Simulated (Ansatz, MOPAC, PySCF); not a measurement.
Process, species as SMILES: N#[N+][O-] [nitrous oxide] + 4 [H][H] (H2) -> 2 N (NH3) + O (H2O)

Wanted: energy of full hydrogenation (enthalpy at 298 K), in kcal/mol. Set-up: no dispersion term unless named; non-relativistic; spin-orbit terms left out; six Cartesian d functions in 6-31G* and its kin unless marked 5d. First-principles rows: single points at B3LYP-D3(BJ) geometries (Ansatz, a program for electronic structure), with unscaled harmonic terms from B3LYP/6-31G* at its own minima. Semi-empirical rows: MOPAC heats of formation at their own minima for 298 K.

```tsv
species	coefficient	E at B3LYP/6-31G* (Ansatz), Eh	E at M06-2X/def2-TZVPD (PySCF), Eh	H(298 K) - E, kcal/mol	heat of formation at PM3 (MOPAC), kcal/mol
N#[N+][O-]	-1	-184.65967	-184.66963	9.32	25.36
[H][H] (H2)	-4	-1.17549	-1.16852	8.44	-13.39
N (NH3)	+2	-56.54778	-56.55130	24.05	-3.07
O (H2O)	+1	-76.40884	-76.42916	15.65	-53.43
```

Measured values: Active Thermochemical Tables 1.112 (ions: stationary electron), as tabulated in the package chemicals; they hold spin-orbit and core effects, anharmonicity.  Value to compare with, the measured value: -99.3 kcal/mol. 1 Eh = 627.5095 kcal/mol.

Q: Work the quantity out at each level, and compare with the measured value.

A: 
- B3LYP/6-31G*: the sum of coefficient times E is -0.14277 Eh, or -89.59 kcal/mol; the thermal terms add 20.67. Result: -68.9 kcal/mol. Its error against the measured value is 30.4 kcal/mol.
- M06-2X/def2-TZVPD: the sum of coefficient times E is -0.18805 Eh, or -118.00 kcal/mol; the thermal terms add 20.67. Result: -97.3 kcal/mol. Its error against the measured value is 2.0 kcal/mol.
- PM3: the sum of coefficient times heat of formation is -31.37 kcal/mol; it needs no thermal term. Its error against the measured value is 67.9 kcal/mol.
